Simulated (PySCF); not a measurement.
**Nuclear quadrupole coupling in [AlMeH3]-**

Species: [AlMeH3]-, CH6Al (charge -1).
Z-matrix (Å and degrees, PBE0-D3(BJ)/def2-SVP geometry), rows numbered from 1:
```
Al
C   1  2.0310
H   2  1.1066  1  112.14
H   2  1.1066  1  112.02  3  -119.99
H   2  1.1066  1  112.09  3   120.05
H   1  1.6549  2  109.75  3   177.38
H   1  1.6551  2  109.80  3    57.41
H   1  1.6550  2  109.84  3   -62.62
```

Field gradients from the PBE0/pcSseg-1 (pcSseg-2 on Al) density (PySCF, non-relativistic), principal values in atomic units, ordered |Vxx| ≤ |Vyy| ≤ |Vzz|:

```
atom     Vxx     Vyy      Vzz
 Al1  0.0290  0.0292  -0.0582
```

Question: Find the asymmetry η = (Vxx − Vyy)/Vzz and the couplings χ = eQV/h (234.96 MHz × Q in barn × V in au), with Q(27Al) = 0.1466 b.

Answer: 
```
atom                    environment  nucleus     η  χzz (MHz)  χxx (MHz)  χyy (MHz)
 Al1  aluminium bonded to C and 3 H     27Al  0.00     -2.004      0.997      1.006
```

The gradient is axial or nearly so (η below 0.05) at Al1. The tensor is traceless: Vxx + Vyy + Vzz = 0.

Question: What is Vzz at Al1 in SI units (1 au = 9.71736 × 10²¹ V/m²)?

Answer: -0.0582 au = -0.565 × 10²¹ V/m².

Question: And the gradient at the other heavy atoms, for which no coupling is worked out here?

Answer: 
| atom | environment | Vzz (au) | η |
| --- | --- | --- | --- |
| C2 | carbon bonded to Al and 3 H | -0.245 | 0.00 |

Question: What couplings would deuterons (Q(2H) = 0.00286 b) have in place of the hydrogens, at this geometry?

Answer: 
| atom | bonded to | bond length (Å) | Vzz (au) | η | χzz (kHz) |
| --- | --- | --- | --- | --- | --- |
| H3 | C2 | 1.107 | 0.3034 | 0.07 | 204 |
| H4 | C2 | 1.107 | 0.3034 | 0.07 | 204 |
| H5 | C2 | 1.107 | 0.3034 | 0.07 | 204 |
| H6 | Al1 | 1.655 | 0.0897 | 0.02 | 60 |
| H7 | Al1 | 1.655 | 0.0897 | 0.02 | 60 |
| H8 | Al1 | 1.655 | 0.0897 | 0.02 | 60 |

Isolated species at its PBE0-D3(BJ)/def2-SVP geometry, gas phase. The pcSseg-1 basis has no diffuse functions, a weakness for an anion. With a basis this small, the couplings can be 20 % off.

The run behind these numbers computed NMR shieldings as well. On one thread of an Arm Neoverse V2, on a shared host, this took 3.1 s wall.
